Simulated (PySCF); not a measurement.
**Exact simulation of a proton spin system**

Molecule: SMILES C[C@@H]1C=C1F, C4H5F.

Geometry:
| atom | x (Å) | y (Å) | z (Å) |
| --- | --- | --- | --- |
| C1 | -1.203 | -0.232 | -0.423 |
| C2 | -0.062 | 0.150 | 0.493 |
| C3 | 1.231 | 0.805 | -0.049 |
| C4 | 1.287 | -0.416 | 0.366 |
| F5 | 2.004 | -1.492 | 0.558 |
| H6 | -1.901 | 0.610 | -0.555 |
| H7 | -1.780 | -1.075 | -0.009 |
| H8 | -0.830 | -0.527 | -1.416 |
| H9 | -0.400 | 0.464 | 1.497 |
| H10 | 1.648 | 1.711 | -0.477 |

- PBE0/pcSseg-1 with gauge-including orbitals
- spin–spin couplings from B3LYP/pcJ-1 (spin–dipole term only in couplings to heteroatoms)
- geometry from PBE0-D3(BJ)/def2-SVP
- program: PySCF 2.14.0 with density-fitted response routines
- one averaged value for each set of equivalent atoms, no solvent, one computed conformer, no relativistic terms

Scale: 1H (31.27 ppm) vs TMS (reference shieldings calculated alike).

The 6-spin Hamiltonian (Zeeman plus full scalar coupling among like nuclei) was diagonalised exactly; lines are Lorentzian, 0.5 Hz wide, and the maxima above 3 % are listed with the tallest set to 100.

Peak list at 700 MHz for the spins F5/H6/H7/H8/H9/H10:
```json
{"Hz": "3729.3", "ppm": "5.328", "height": "9"}
{"Hz": "3728.8", "ppm": "5.327", "height": "21"}
{"Hz": "3728.2", "ppm": "5.326", "height": "21"}
{"Hz": "3727.7", "ppm": "5.325", "height": "10"}
{"Hz": "3726.8", "ppm": "5.324", "height": "10"}
{"Hz": "3726.2", "ppm": "5.323", "height": "21"}
{"Hz": "3725.6", "ppm": "5.322", "height": "21"}
{"Hz": "3725.1", "ppm": "5.322", "height": "10"}
{"Hz": "3723.0", "ppm": "5.319", "height": "10"}
{"Hz": "3722.4", "ppm": "5.318", "height": "21"}
{"Hz": "3721.8", "ppm": "5.317", "height": "21"}
{"Hz": "3721.2", "ppm": "5.316", "height": "10"}
{"Hz": "3720.4", "ppm": "5.315", "height": "10"}
{"Hz": "3719.8", "ppm": "5.314", "height": "21"}
{"Hz": "3719.2", "ppm": "5.313", "height": "21"}
{"Hz": "3718.7", "ppm": "5.312", "height": "9"}
{"Hz": "1741.4", "ppm": "2.488", "height": "6"}
{"Hz": "1738.8", "ppm": "2.484", "height": "6"}
{"Hz": "1736.1", "ppm": "2.480", "height": "17"}
{"Hz": "1735.2", "ppm": "2.479", "height": "7"}
{"Hz": "1733.5", "ppm": "2.476", "height": "17"}
{"Hz": "1732.6", "ppm": "2.475", "height": "7"}
{"Hz": "1730.8", "ppm": "2.473", "height": "18"}
{"Hz": "1729.8", "ppm": "2.471", "height": "18"}
{"Hz": "1728.2", "ppm": "2.469", "height": "18"}
{"Hz": "1727.2", "ppm": "2.467", "height": "18"}
{"Hz": "1725.5", "ppm": "2.465", "height": "7"}
{"Hz": "1724.5", "ppm": "2.464", "height": "17"}
{"Hz": "1722.9", "ppm": "2.461", "height": "7"}
{"Hz": "1721.9", "ppm": "2.460", "height": "17"}
{"Hz": "1719.2", "ppm": "2.456", "height": "6"}
{"Hz": "1716.6", "ppm": "2.452", "height": "6"}
{"Hz": "881.1", "ppm": "1.259", "height": "77"}
{"Hz": "880.5", "ppm": "1.258", "height": "78"}
{"Hz": "875.8", "ppm": "1.251", "height": "82"}
{"Hz": "875.2", "ppm": "1.250", "height": "100"}
{"Hz": "874.8", "ppm": "1.250", "height": "100"}
{"Hz": "874.2", "ppm": "1.249", "height": "83"}
{"Hz": "869.5", "ppm": "1.242", "height": "76"}
{"Hz": "868.9", "ppm": "1.241", "height": "76"}
```

Extract the chemical shifts and coupling constants behind this pattern (give the signs of the calculation).

## Answers


Shifts (ppm): F5 -131.5, H6/H7/H8 1.25, H9 2.47, H10 5.32.
Couplings (Hz): F5–H6, F5–H7, F5–H8: 6.3; F5–H9: -6.3; F5–H10: -6.4; H6–H7, H6–H8, H7–H8: -14.4; H6–H9, H7–H9, H8–H9: 5.3; H6–H10, H7–H10, H8–H10: 0.6; H9–H10: -2.6.
These are the parameters used. A line list fixes at most the relative signs, and those only where coupling is strong; other parameter sets or atom labellings may fit too, and couplings well below the line width leave little trace. Couplings within a CH3 group never show.

Unscaled 3J(H,H) at this level run about 10 % above measured values.
